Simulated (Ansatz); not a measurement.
**C2H5NO: how energies converge with the basis set**

An exercise on one series of results from a longer session: the logs are not shown, and one member is left open.

Program: Ansatz 0.2.0, Gaussian basis. Level of theory: one geometry, several basis sets. These are calculated values, not measurements.

Levels to be run: PBE0-D4/def2-SVP; ωB97M-V/def2-SVP; PBE0-D4/def2-QZVPP; ωB97M-V/def2-QZVPP; the functionals' def2-TZVPP values are taken from earlier runs.

### The relaxed structure

The geometry comes from an earlier relaxation with PBE0-D4 in a triple-zeta def2 set; it is a stationary point, not always the lowest conformer.

SMILES `C=NCO`, 9 atoms, charge 0, spin multiplicity 1.

Atoms are counted from 1 here; the program's logs count them from 0.

Bond lengths: C1–N2 1.257 Å, C1–H5 1.090 Å, C1–H6 1.098 Å, N2–C3 1.442 Å, C3–O4 1.397 Å, C3–H7 1.098 Å, C3–H8 1.100 Å, O4–H9 0.963 Å. Angles: N2–C1–H5 119.5°, N2–C1–H6 123.3°, H5–C1–H6 117.3°, C1–N2–C3 118.2°, N2–C3–O4 110.5°, N2–C3–H7 112.9°, N2–C3–H8 106.8°, O4–C3–H7 106.5°, O4–C3–H8 111.5°, H7–C3–H8 108.6°, C3–O4–H9 107.1°.

As a file:

```mol
C2H5NO
  3D, bonds by distance, orders not assigned

  9  8  0  0  0  0  0  0  0  0999 V2000
   -1.5085   -0.1329    0.0960 C   0  0
   -0.3799   -0.6017   -0.1988 N   0  0
    0.7528    0.2898   -0.1847 C   0  0
    1.8108   -0.2752    0.5310 O   0  0
   -2.3810   -0.7852    0.0773 H   0  0
   -1.6705    0.9167    0.3765 H   0  0
    0.5326    1.2541    0.2926 H   0  0
    1.0282    0.4720   -1.2341 H   0  0
    1.9040   -1.1840    0.2273 H   0  0
  1  2  8  0
  2  3  8  0
  3  4  8  0
  1  5  8  0
  1  6  8  0
  3  7  8  0
  3  8  8  0
  4  9  8  0
M  END
```

The first run:

in.yaml

```yaml
crystal:
  periodic: [false, false, false]
  atoms:
    - {symbol: C, position_ang: [-1.508479, -0.132905, 0.095960]}
    - {symbol: N, position_ang: [-0.379936, -0.601674, -0.198795]}
    - {symbol: C, position_ang: [0.752762, 0.289828, -0.184719]}
    - {symbol: O, position_ang: [1.810819, -0.275199, 0.531015]}
    - {symbol: H, position_ang: [-2.381001, -0.785181, 0.077288]}
    - {symbol: H, position_ang: [-1.670535, 0.916731, 0.376459]}
    - {symbol: H, position_ang: [0.532566, 1.254068, 0.292592]}
    - {symbol: H, position_ang: [1.028214, 0.472022, -1.234122]}
    - {symbol: H, position_ang: [1.903990, -1.183991, 0.227322]}
basis:
  gaussian: {orbitals: def2-SVP}
hamiltonian: {xc: pbe0, dispersion: d4}
output: {orbitals: {seedname: orbitals}}
```

Launch:

```console
$ ansatz run in.yaml --threads 2 --pin off --events-out ev --progress --plain --max-ram 4352MiB
```

Among the steps run: PBE0-D4 in def2-SVP; ωB97M-V in def2-SVP; PBE0-D4 in def2-QZVPP; ωB97M-V in def2-QZVPP.

One of the session's tables, all rows but one given; the rest of the session is left out.

It belongs to the step «Density functionals: the series». 

```
functional       basis  HOMO (eV)
   PBE0-D4    def2-SVP      -7.56
   PBE0-D4  def2-TZVPP      -7.74
   PBE0-D4  def2-QZVPP      -7.78
   ωB97M-V    def2-SVP          ?
   ωB97M-V  def2-TZVPP     -10.12
   ωB97M-V  def2-QZVPP     -10.16
```

**Question.** Estimate the row for ωB97M-V, def2-SVP.

The run gave: HOMO (eV): -9.93. In the column «HOMO (eV)» it lies between ωB97M-V, def2-TZVPP (-10.12) and PBE0-D4, def2-QZVPP (-7.78).
